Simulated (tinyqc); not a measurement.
CCSD on RHF in the sto-3g basis, frozen core, for H3O+, spin multiplicity 1, step by step (part 1 of 2). Computed by tinyqc, a small Python program that keeps every step (integrals from PySCF). Settings: charge = 1, multiplicity = 1, basis = sto-3g, method = RHF, frozen orbitals = 1, energy threshold = 1e-10, iteration cap = 83, orthogonalisation = canonical, start = atomic densities, DIIS depth = 6, amplitude equations = CCSD, DIIS depth for amplitudes = 6, cap on updates = 75. Command: `OMP_NUM_THREADS=1 python tinyqc.py 21558 21559 out.jsonl` (the two numbers bound the seeds that draw the settings). One thread of a shared host (Intel(R) Xeon(R) Processor @ 2.60GHz), about 0.3 s of CPU time with the checks. The early iterations of the SCF are left out here.

## One-electron integrals

Geometry (angstrom):
```
atom          x          y         z
O      0.000000   0.000000  0.298000
H      1.041000   0.000000  0.000000
H     -0.520000   0.901000  0.000000
H     -0.520000  -0.901000  0.000000
```

Basis sto-3g: exponents (1/bohr^2) and contraction coefficients of normalised primitives:
```
element  l (shell)    exponent  coefficient
O            s (1)  130.709320     0.154329
O            s (1)   23.808861     0.535328
O            s (1)    6.443608     0.444635
O            s (2)    5.033151    -0.099967
O            s (2)    1.169596     0.399513
O            s (2)    0.380389     0.700115
O            p (3)    5.033151     0.155916
O            p (3)    1.169596     0.607684
O            p (3)    0.380389     0.391957
H            s (1)    3.425251     0.154329
H            s (1)    0.623914     0.535328
H            s (1)    0.168855     0.444635
```

Overlap, kinetic and nuclear-attraction integrals over the contracted functions; the nuclear repulsion is the sum of Za Zb / Rab.

nuclear repulsion = 12.61474271 hartree

overlap S, order 1O 1s, 1O 2s, 1O 2px, 1O 2py, 1O 2pz, 2H 1s, 3H 1s, 4H 1s:
```
[[1.000000, 0.236704, 0.000000, 0.000000, 0.000000, 0.040011, 0.040076, 0.040076],
 [0.236704, 1.000000, 0.000000, 0.000000, 0.000000, 0.396243, 0.396648, 0.396648],
 [0.000000, 0.000000, 1.000000, 0.000000, 0.000000, 0.333814, -0.166977, -0.166977],
 [0.000000, 0.000000, 0.000000, 1.000000, 0.000000, 0.000000, 0.289320, -0.289320],
 [0.000000, 0.000000, 0.000000, 0.000000, 1.000000, -0.095559, -0.095691, -0.095691],
 [0.040011, 0.396243, 0.333814, 0.000000, -0.095559, 1.000000, 0.163489, 0.163489],
 [0.040076, 0.396648, -0.166977, 0.289320, -0.095691, 0.163489, 1.000000, 0.163582],
 [0.040076, 0.396648, -0.166977, -0.289320, -0.095691, 0.163489, 0.163582, 1.000000]]
```

kinetic energy T (hartree), order 1O 1s, 1O 2s, 1O 2px, 1O 2py, 1O 2pz, 2H 1s, 3H 1s, 4H 1s:
```
[[29.003200, -0.168011, 0.000000, 0.000000, 0.000000, -0.008094, -0.008080, -0.008080],
 [-0.168011, 0.808128, 0.000000, 0.000000, 0.000000, 0.076453, 0.076694, 0.076694],
 [0.000000, 0.000000, 2.528731, 0.000000, 0.000000, 0.189460, -0.094901, -0.094901],
 [0.000000, 0.000000, 0.000000, 2.528731, 0.000000, 0.000000, 0.164435, -0.164435],
 [0.000000, 0.000000, 0.000000, 0.000000, 2.528731, -0.054235, -0.054386, -0.054386],
 [-0.008094, 0.076453, 0.189460, 0.000000, -0.054235, 0.760032, -0.006241, -0.006241],
 [-0.008080, 0.076694, -0.094901, 0.164435, -0.054386, -0.006241, 0.760032, -0.006231],
 [-0.008080, 0.076694, -0.094901, -0.164435, -0.054386, -0.006241, -0.006231, 0.760032]]
```

nuclear attraction V (hartree), order 1O 1s, 1O 2s, 1O 2px, 1O 2py, 1O 2pz, 2H 1s, 3H 1s, 4H 1s:
```
[[-62.085190, -7.530261, 0.000011, 0.000000, 0.010028, -1.303550, -1.305700, -1.305700],
 [-7.530261, -10.510078, 0.000113, 0.000000, 0.122142, -3.227049, -3.230992, -3.230992],
 [0.000011, 0.000113, -10.472473, 0.000000, -0.000046, -2.404985, 1.203328, 1.203328],
 [0.000000, 0.000000, 0.000000, -10.472647, 0.000000, 0.000000, -2.084975, 2.084975],
 [0.010028, 0.122142, -0.000046, 0.000000, -10.364084, 0.719817, 0.720980, 0.720980],
 [-1.303550, -3.227049, -2.404985, 0.000000, 0.719817, -5.636128, -1.039702, -1.039702],
 [-1.305700, -3.230992, 1.203328, -2.084975, 0.720980, -1.039702, -5.638368, -1.040516],
 [-1.305700, -3.230992, 1.203328, 2.084975, 0.720980, -1.039702, -1.040516, -5.638368]]
```

core Hamiltonian H = T + V (hartree), order 1O 1s, 1O 2s, 1O 2px, 1O 2py, 1O 2pz, 2H 1s, 3H 1s, 4H 1s:
```
[[-33.081990, -7.698272, 0.000011, 0.000000, 0.010028, -1.311644, -1.313780, -1.313780],
 [-7.698272, -9.701950, 0.000113, 0.000000, 0.122142, -3.150596, -3.154298, -3.154298],
 [0.000011, 0.000113, -7.943741, 0.000000, -0.000046, -2.215525, 1.108427, 1.108427],
 [0.000000, 0.000000, 0.000000, -7.943915, 0.000000, 0.000000, -1.920540, 1.920540],
 [0.010028, 0.122142, -0.000046, 0.000000, -7.835353, 0.665582, 0.666594, 0.666594],
 [-1.311644, -3.150596, -2.215525, 0.000000, 0.665582, -4.876096, -1.045944, -1.045944],
 [-1.313780, -3.154298, 1.108427, -1.920540, 0.666594, -1.045944, -4.878336, -1.046747],
 [-1.313780, -3.154298, 1.108427, 1.920540, 0.666594, -1.045944, -1.046747, -4.878336]]
```

## Two-electron integrals

Functions are numbered as in S; the eight-fold symmetry (ij|kl) = (ji|kl) = (kl|ij) leaves the list below.

Two-electron integrals (ij|kl) in chemists' order, unique and non-zero (hartree):
```
(11|11) 4.785065    (21|11) 0.741380    (21|21) 0.136873    (22|11) 1.118947
(22|21) 0.256633    (22|22) 0.817206    (31|31) 0.024477    (32|31) 0.037809
(32|32) 0.180518    (33|11) 1.115814    (33|21) 0.256684    (33|22) 0.817023
(33|33) 0.880159    (41|41) 0.024477    (42|41) 0.037809    (42|42) 0.180518
(43|43) 0.047444    (44|11) 1.115814    (44|21) 0.256684    (44|22) 0.817023
(44|33) 0.785270    (44|44) 0.880159    (51|51) 0.024477    (52|51) 0.037809
(52|52) 0.180518    (53|53) 0.047444    (54|54) 0.047444    (55|11) 1.115814
(55|21) 0.256684    (55|22) 0.817023    (55|33) 0.785270    (55|44) 0.785270
(55|55) 0.880159    (61|11) 0.126920    (61|21) 0.023247    (61|22) 0.043353
(61|31) 0.001029    (61|32) 0.001933    (61|33) 0.043509    (61|44) 0.043268
(61|51) -0.000294   (61|52) -0.000553   (61|53) -0.000069   (61|55) 0.043287
(61|61) 0.004000    (62|11) 0.323257    (62|21) 0.075133    (62|22) 0.266648
(62|31) 0.005433    (62|32) 0.042321    (62|33) 0.274640    (62|44) 0.262005
(62|51) -0.001555   (62|52) -0.012115   (62|53) -0.003617   (62|55) 0.263040
(62|61) 0.013026    (62|62) 0.109686    (63|11) 0.229742    (63|21) 0.054067
(63|22) 0.204857    (63|31) 0.011097    (63|32) 0.075984    (63|33) 0.222258
(63|44) 0.195662    (63|51) -0.000977   (63|52) -0.008763   (63|53) -0.005127
(63|55) 0.196418    (63|61) 0.009768    (63|62) 0.102391    (63|63) 0.109724
(64|41) 0.007683    (64|42) 0.045373    (64|43) 0.008685    (64|54) -0.002486
(64|64) 0.015251    (65|11) -0.065767   (65|21) -0.015477   (65|22) -0.058643
(65|31) -0.000977   (65|32) -0.008763   (65|33) -0.058652   (65|44) -0.056011
(65|51) 0.007963    (65|52) 0.047882    (65|53) 0.009441    (65|55) -0.061200
(65|61) -0.002796   (65|62) -0.029311   (65|63) -0.027044   (65|65) 0.022993
(66|11) 0.477457    (66|21) 0.112766    (66|22) 0.460212    (66|31) 0.010138
(66|32) 0.110232    (66|33) 0.492015    (66|44) 0.441970    (66|51) -0.002902
(66|52) -0.031556   (66|53) -0.014326   (66|55) 0.446071    (66|61) 0.019702
(66|62) 0.243289    (66|63) 0.259155    (66|65) -0.074186   (66|66) 0.774606
(71|11) 0.127128    (71|21) 0.023285    (71|22) 0.043423    (71|31) -0.000515
(71|32) -0.000968   (71|33) 0.043399    (71|41) 0.000892    (71|42) 0.001677
(71|43) -0.000105   (71|44) 0.043520    (71|51) -0.000295   (71|52) -0.000555
(71|53) 0.000035    (71|54) -0.000060   (71|55) 0.043358    (71|61) 0.003937
(71|62) 0.012590    (71|63) 0.008867    (71|64) 0.000338    (71|65) -0.002706
(71|66) 0.018848    (71|71) 0.004013    (72|11) 0.323657    (72|21) 0.075226
(72|22) 0.266961    (72|31) -0.002719   (72|32) -0.021176   (72|33) 0.265472
(72|41) 0.004711    (72|42) 0.036691    (72|43) -0.005475   (72|44) 0.271799
(72|51) -0.001558   (72|52) -0.012135   (72|53) 0.001811    (72|54) -0.003138
(72|55) 0.263350    (72|61) 0.012585    (72|62) 0.086119    (72|63) 0.061521
(72|64) 0.009491    (72|65) -0.022318   (72|66) 0.153057    (72|71) 0.013064
(72|72) 0.109925    (73|11) -0.114950   (73|21) -0.027052   (73|22) -0.102492
(73|31) 0.008548    (73|32) 0.053087    (73|33) -0.107737   (73|41) -0.001479
(73|42) -0.013263   (73|43) 0.009528    (73|44) -0.101353   (73|51) 0.000489
(73|52) 0.004387    (73|53) -0.003151   (73|54) 0.001145    (73|55) -0.098270
(73|61) -0.004137   (73|62) -0.022519   (73|63) -0.005090   (73|64) -0.001918
(73|65) 0.005696    (73|66) -0.030343   (73|71) -0.004896   (73|72) -0.051279
(73|73) 0.038931    (74|11) 0.199173    (74|21) 0.046872    (74|22) 0.177588
(74|31) -0.001479   (74|32) -0.013263   (74|33) 0.171614    (74|41) 0.010257
(74|42) 0.068413    (74|43) -0.007808   (74|44) 0.190675    (74|51) -0.000848
(74|52) -0.007601   (74|53) 0.001145    (74|54) -0.004474   (74|55) 0.170272
(74|61) 0.007843    (74|62) 0.058012    (74|63) 0.041135    (74|64) 0.017539
(74|65) -0.014778   (74|66) 0.104567    (74|71) 0.008482    (74|72) 0.088850
(74|73) -0.040967   (74|74) 0.086271    (75|11) -0.065875   (75|21) -0.015503
(75|22) -0.058736   (75|31) 0.000489    (75|32) 0.004387    (75|33) -0.056760
(75|41) -0.000848   (75|42) -0.007601   (75|43) 0.001145    (75|44) -0.058083
(75|51) 0.007975    (75|52) 0.047946    (75|53) -0.004725   (75|54) 0.008187
(75|55) -0.061298   (75|61) -0.002706   (75|62) -0.022325   (75|63) -0.015656
(75|64) -0.002453   (75|65) 0.017184    (75|66) -0.043175   (75|71) -0.002806
(75|72) -0.029387   (75|73) 0.013550    (75|74) -0.023477   (75|75) 0.023052
(76|11) 0.098994    (76|21) 0.023205    (76|22) 0.088972    (76|31) 0.000668
(76|32) 0.006139    (76|33) 0.089239    (76|41) 0.001156    (76|42) 0.010623
(76|43) 0.000337    (76|44) 0.089626    (76|51) -0.000765   (76|52) -0.007026
(76|53) -0.000797   (76|54) -0.001379   (76|55) 0.087952    (76|61) 0.003971
(76|62) 0.035567    (76|63) 0.031031    (76|64) 0.003659    (76|65) -0.010698
(76|66) 0.080672    (76|71) 0.003978    (76|72) 0.035602    (76|73) -0.012347
(76|74) 0.028724    (76|75) -0.010711   (76|76) 0.014263    (77|11) 0.477729
(77|21) 0.112829    (77|22) 0.460434    (77|31) -0.005072   (77|32) -0.055135
(77|33) 0.454692    (77|41) 0.008788    (77|42) 0.095531    (77|43) -0.021679
(77|44) 0.479743    (77|51) -0.002907   (77|52) -0.031596   (77|53) 0.007170
(77|54) -0.012424   (77|55) 0.446289    (77|61) 0.018828    (77|62) 0.152949
(77|63) 0.105692    (77|64) 0.025969    (77|65) -0.043135   (77|66) 0.291562
(77|71) 0.019745    (77|72) 0.243606    (77|73) -0.129674   (77|74) 0.224686
(77|75) -0.074313   (77|76) 0.080672    (77|77) 0.774606    (81|11) 0.127128
(81|21) 0.023285    (81|22) 0.043423    (81|31) -0.000515   (81|32) -0.000968
(81|33) 0.043399    (81|41) -0.000892   (81|42) -0.001677   (81|43) 0.000105
(81|44) 0.043520    (81|51) -0.000295   (81|52) -0.000555   (81|53) 0.000035
(81|54) 0.000060    (81|55) 0.043358    (81|61) 0.003937    (81|62) 0.012590
(81|63) 0.008867    (81|64) -0.000338   (81|65) -0.002706   (81|66) 0.018848
(81|71) 0.003944    (81|72) 0.012605    (81|73) -0.004729   (81|74) 0.007517
(81|75) -0.002710   (81|76) 0.003867    (81|77) 0.018858    (81|81) 0.004013
(82|11) 0.323657    (82|21) 0.075226    (82|22) 0.266961    (82|31) -0.002719
(82|32) -0.021176   (82|33) 0.265472    (82|41) -0.004711   (82|42) -0.036691
(82|43) 0.005475    (82|44) 0.271799    (82|51) -0.001558   (82|52) -0.012135
(82|53) 0.001811    (82|54) 0.003138    (82|55) 0.263350    (82|61) 0.012585
(82|62) 0.086119    (82|63) 0.061521    (82|64) -0.009491   (82|65) -0.022318
(82|66) 0.153057    (82|71) 0.012605    (82|72) 0.086214    (82|73) -0.039002
(82|74) 0.048574    (82|75) -0.022351   (82|76) 0.028634    (82|77) 0.153110
(82|81) 0.013064    (82|82) 0.109925    (83|11) -0.114950   (83|21) -0.027052
(83|22) -0.102492   (83|31) 0.008548    (83|32) 0.053087    (83|33) -0.107737
(83|41) 0.001479    (83|42) 0.013263    (83|43) -0.009528   (83|44) -0.101353
(83|51) 0.000489    (83|52) 0.004387    (83|53) -0.003151   (83|54) -0.001145
(83|55) -0.098270   (83|61) -0.004137   (83|62) -0.022519   (83|63) -0.005090
(83|64) 0.001918    (83|65) 0.005696    (83|66) -0.030343   (83|71) -0.004729
(83|72) -0.039002   (83|73) 0.028877    (83|74) -0.021538   (83|75) 0.009959
(83|76) -0.009721   (83|77) -0.075372   (83|81) -0.004896   (83|82) -0.051279
(83|83) 0.038931    (84|11) -0.199173   (84|21) -0.046872   (84|22) -0.177588
(84|31) 0.001479    (84|32) 0.013263    (84|33) -0.171614   (84|41) 0.010257
(84|42) 0.068413    (84|43) -0.007808   (84|44) -0.190675   (84|51) 0.000848
(84|52) 0.007601    (84|53) -0.001145   (84|54) -0.004474   (84|55) -0.170272
(84|61) -0.007843   (84|62) -0.058012   (84|63) -0.041135   (84|64) 0.017539
(84|65) 0.014778    (84|66) -0.104567   (84|71) -0.007517   (84|72) -0.048574
(84|73) 0.021538    (84|74) -0.016430   (84|75) 0.012343    (84|76) -0.016847
(84|77) -0.078603   (84|81) -0.008482   (84|82) -0.088850   (84|83) 0.040967
(84|84) 0.086271    (85|11) -0.065875   (85|21) -0.015503   (85|22) -0.058736
(85|31) 0.000489    (85|32) 0.004387    (85|33) -0.056760   (85|41) 0.000848
(85|42) 0.007601    (85|43) -0.001145   (85|44) -0.058083   (85|51) 0.007975
(85|52) 0.047946    (85|53) -0.004725   (85|54) -0.008187   (85|55) -0.061298
(85|61) -0.002706   (85|62) -0.022325   (85|63) -0.015656   (85|64) 0.002453
(85|65) 0.017184    (85|66) -0.043175   (85|71) -0.002710   (85|72) -0.022351
(85|73) 0.009959    (85|74) -0.012343   (85|75) 0.017207    (85|76) -0.008330
(85|77) -0.043194   (85|81) -0.002806   (85|82) -0.029387   (85|83) 0.013550
(85|84) 0.023477    (85|85) 0.023052    (86|11) 0.098994    (86|21) 0.023205
(86|22) 0.088972    (86|31) 0.000668    (86|32) 0.006139    (86|33) 0.089239
(86|41) -0.001156   (86|42) -0.010623   (86|43) -0.000337   (86|44) 0.089626
(86|51) -0.000765   (86|52) -0.007026   (86|53) -0.000797   (86|54) 0.001379
(86|55) 0.087952    (86|61) 0.003971    (86|62) 0.035567    (86|63) 0.031031
(86|64) -0.003659   (86|65) -0.010698   (86|66) 0.080672    (86|71) 0.003867
(86|72) 0.028634    (86|73) -0.009721   (86|74) 0.016847    (86|75) -0.008330
(86|76) 0.011576    (86|77) 0.052542    (86|81) 0.003978    (86|82) 0.035602
(86|83) -0.012347   (86|84) -0.028724   (86|85) -0.010711   (86|86) 0.014263
(87|11) 0.099076    (87|21) 0.023224    (87|22) 0.089039    (87|31) -0.001336
(87|32) -0.012272   (87|33) 0.089887    (87|44) 0.089113    (87|51) -0.000766
(87|52) -0.007033   (87|53) 0.001594    (87|55) 0.088020    (87|61) 0.003864
(87|62) 0.028623    (87|63) 0.019452    (87|65) -0.008325   (87|66) 0.052564
(87|71) 0.003981    (87|72) 0.035627    (87|73) -0.018705   (87|74) 0.025079
(87|75) -0.010720   (87|76) 0.011582    (87|77) 0.080726    (87|81) 0.003981
(87|82) 0.035627    (87|83) -0.018705   (87|84) -0.025079   (87|85) -0.010720
(87|86) 0.011582    (87|87) 0.014281    (88|11) 0.477729    (88|21) 0.112829
(88|22) 0.460434    (88|31) -0.005072   (88|32) -0.055135   (88|33) 0.454692
(88|41) -0.008788   (88|42) -0.095531   (88|43) 0.021679    (88|44) 0.479743
(88|51) -0.002907   (88|52) -0.031596   (88|53) 0.007170    (88|54) 0.012424
(88|55) 0.446289    (88|61) 0.018828    (88|62) 0.152949    (88|63) 0.105692
(88|64) -0.025969   (88|65) -0.043135   (88|66) 0.291562    (88|71) 0.018858
(88|72) 0.153110    (88|73) -0.075372   (88|74) 0.078603    (88|75) -0.043194
(88|76) 0.052542    (88|77) 0.291619    (88|81) 0.019745    (88|82) 0.243606
(88|83) -0.129674   (88|84) -0.224686   (88|85) -0.074313   (88|86) 0.080672
(88|87) 0.080726    (88|88) 0.774606
```

## Orthogonalisation

S = U s U^T; canonical form X = U s^(-1/2), so that X^T S X = 1. Each column of U has its largest component positive (the first on a tie).

eigenvalues of S: [0.405078, 0.500953, 0.501289, 0.942450, 1.048226, 1.335253, 1.335465, 1.931286]

X, order 1O 1s, 1O 2s, 1O 2px, 1O 2py, 1O 2pz, 2H 1s, 3H 1s, 4H 1s:
```
[[-0.370808, 0.000000, -0.000931, 0.719863, 0.626529, 0.000059, 0.000000, 0.151715],
 [1.198905, 0.000000, 0.002256, -0.104880, 0.187088, 0.000118, 0.000000, 0.438111],
 [-0.002021, 0.000000, 0.895504, 0.000147, 0.000007, 0.669220, 0.000000, -0.000146],
 [0.000000, 0.895795, 0.000000, 0.000000, 0.000000, 0.000000, 0.669173, 0.000000],
 [-0.253612, 0.000000, -0.000376, -0.688905, 0.696652, 0.000027, 0.000000, -0.096379],
 [-0.523566, 0.000000, -0.892849, -0.138226, -0.117119, 0.448182, 0.000000, 0.312622],
 [-0.526947, -0.772575, 0.444828, -0.138142, -0.117071, -0.223829, 0.387950, 0.312898],
 [-0.526947, 0.772575, 0.444828, -0.138142, -0.117071, -0.223829, -0.387950, 0.312898]]
```

## Iteration 8 (converged): orbitals

converged F (hartree), order 1O 1s, 1O 2s, 1O 2px, 1O 2py, 1O 2pz, 2H 1s, 3H 1s, 4H 1s:
```
[[-20.812328, -5.295425, 0.000010, 0.000000, 0.017361, -0.909897, -0.911369, -0.911369],
 [-5.295425, -2.913387, 0.000125, 0.000000, 0.075909, -1.002780, -1.003905, -1.003905],
 [0.000010, 0.000125, -0.808767, 0.000000, -0.000050, -0.576339, 0.288265, 0.288265],
 [0.000000, 0.000000, 0.000000, -0.808970, 0.000000, 0.000000, -0.499441, 0.499441],
 [0.017361, 0.075909, -0.000050, 0.000000, -0.852997, 0.198152, 0.198385, 0.198385],
 [-0.909897, -1.002780, -0.576339, 0.000000, 0.198152, -0.747881, -0.294574, -0.294574],
 [-0.911369, -1.003905, 0.288265, -0.499441, 0.198385, -0.294574, -0.748593, -0.294832],
 [-0.911369, -1.003905, 0.288265, 0.499441, 0.198385, -0.294574, -0.294832, -0.748593]]
```

Diagonalise F' = X^T F X, C = X C', fill 5 alpha and 5 beta electrons from the bottom; D = 2 C_occ C_occ^T. Each column has its largest component positive (the first on a tie).

F' = X^T F X (hartree):
```
[[-0.659424, 0.000000, -0.002582, 2.109026, 1.827710, 0.000140, 0.000000, 0.242013],
 [0.000000, 0.191758, 0.000000, 0.000000, 0.000000, 0.000000, -0.043654, 0.000000],
 [-0.002582, 0.000000, 0.191215, 0.006568, 0.005891, -0.043706, 0.000000, 0.001394],
 [2.109026, 0.000000, 0.006568, -9.935533, -8.865922, -0.001101, 0.000000, -4.030603],
 [1.827710, 0.000000, 0.005891, -8.865922, -9.511323, -0.001088, 0.000000, -3.966491],
 [0.000140, 0.000000, -0.043706, -0.001101, -0.001088, -1.017227, 0.000000, -0.000408],
 [0.000000, -0.043654, 0.000000, 0.000000, 0.000000, 0.000000, -1.017468, 0.000000],
 [0.242013, 0.000000, 0.001394, -4.030603, -3.966491, -0.000408, 0.000000, -3.270103]]
```

orbital energies (hartree): [-20.820823, -1.705139, -1.019042, -1.018805, -0.868971, 0.018541, 0.192802, 0.193331]

coefficients C, order 1O 1s, 1O 2s, 1O 2px, 1O 2py, 1O 2pz, 2H 1s, 3H 1s, 4H 1s:
```
[[0.994236, -0.240602, 0.000000, -0.000065, -0.053775, -0.148227, -0.000283, 0.000000],
 [0.025613, 0.888512, 0.000000, 0.000357, 0.265306, 0.902674, 0.001925, 0.000000],
 [-0.000003, -0.000121, 0.000000, 0.701109, -0.000248, 0.001327, -0.870765, 0.000000],
 [0.000000, 0.000000, 0.701014, 0.000000, 0.000000, 0.000000, 0.000000, 0.871103],
 [-0.002120, -0.086475, 0.000000, 0.000245, 0.949417, -0.353052, -0.000727, 0.000000],
 [-0.004297, 0.098525, 0.000000, 0.415555, -0.099546, -0.623739, 0.906285, 0.000000],
 [-0.004303, 0.098670, 0.359862, -0.207732, -0.099419, -0.621869, -0.454781, -0.786052],
 [-0.004303, 0.098670, -0.359862, -0.207732, -0.099419, -0.621869, -0.454781, 0.786052]]
```

D after iteration 8, order 1O 1s, 1O 2s, 1O 2px, 1O 2py, 1O 2pz, 2H 1s, 3H 1s, 4H 1s:
```
[[2.098572, -0.405157, -0.000013, 0.000000, -0.064714, -0.045302, -0.045317, -0.045317],
 [-0.405157, 1.720995, 0.000154, 0.000000, 0.349996, 0.122338, 0.122217, 0.122217],
 [-0.000013, 0.000154, 0.983108, 0.000000, -0.000106, 0.582724, -0.291260, -0.291260],
 [0.000000, 0.000000, 0.000000, 0.982841, 0.000000, 0.000000, 0.504537, -0.504537],
 [-0.064714, 0.349996, -0.000106, 0.000000, 1.817750, -0.205840, -0.205928, -0.205928],
 [-0.045302, 0.122338, 0.582724, 0.000000, -0.205840, 0.384642, -0.133375, -0.133375],
 [-0.045317, 0.122217, -0.291260, 0.504537, -0.205928, -0.133375, 0.384584, -0.133420],
 [-0.045317, 0.122217, -0.291260, -0.504537, -0.205928, -0.133375, -0.133420, 0.384584]]
```
